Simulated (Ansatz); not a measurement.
AlH₄, that is [AlH4]- with one electron fewer, relaxed as a doublet with UKS r2SCAN-D4/def2-TZVPD in Ansatz, starting from the r2SCAN-D4/def2-TZVPD geometry of the charge -1 singlet. Force threshold 0.02 eV/Å.

In the doublet geometry the species has come apart into loosely held pieces. In the charge 0 doublet, H3 and H4 lie 0.77 Å apart (atoms count from 1), so H2 has formed as a molecule.

Start:

Cartesian coordinates in Å:
```
Al -0.001 0.000 0.000
H -0.556 -1.372 -0.716
H 1.302 0.563 -0.832
H 0.442 -0.331 1.549
H -1.187 1.140 -0.001
```

Problem. Estimate the energy that the relaxation releases and the steps that it takes.

Solution. 128.7 kJ/mol, in 27 steps; 31 s on 4 threads of Arm Neoverse V1 on a shared host. No frequencies were taken in this run, so the end may be a saddle point.

Problem. Does the start keep its bonding and symmetry?

Solution. Bonds lost: Al1–H3, Al1–H4 (atoms count from 1). The end holds 2 separate pieces. Point group Td at the start, Cs at the end, both within 0.05 Å.

Problem. Predict the relaxed structure.

Solution. 
```xyz
5

Al   -0.4427    0.0274   -0.7426
H    -0.6951   -1.5028   -0.3765
H     1.3634    0.2247    0.2129
H     0.9888    0.0699    0.8664
H    -1.2144    1.1809    0.0398
```
Bond lengths: 2 × Al–H 1.59 Å.
